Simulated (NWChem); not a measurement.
Molecule: methanol (CH4O); SMILES CO

Program: NWChem. Coordinates come from a PBE0/def2-SVP optimisation. Ions are spin-unrestricted doublets at the neutral geometry; other ion states weren't tried.

Taking PBE/aug-cc-pVTZ as the yardstick, which of these has the fewest basis functions while keeping “vertical ionisation energy, ΔSCF (eV)” within 0.2 eV of it: PBE/aug-cc-pVDZ; PBE/cc-pVDZ; PBE/cc-pVTZ?

PBE/aug-cc-pVDZ.
```
level            basis functions  vertical ionisation energy, ΔSCF (eV)  relative time (rough)
---------------  ---------------  -------------------------------------  ---------------------
PBE/cc-pVDZ                   48                                  10.37                      1
PBE/aug-cc-pVDZ               82                                  10.66                      2
PBE/cc-pVTZ                  116                                  10.58                      5
PBE/aug-cc-pVTZ              184                                  10.68                     10
```

The yardstick is one finite set, not the basis-set limit.
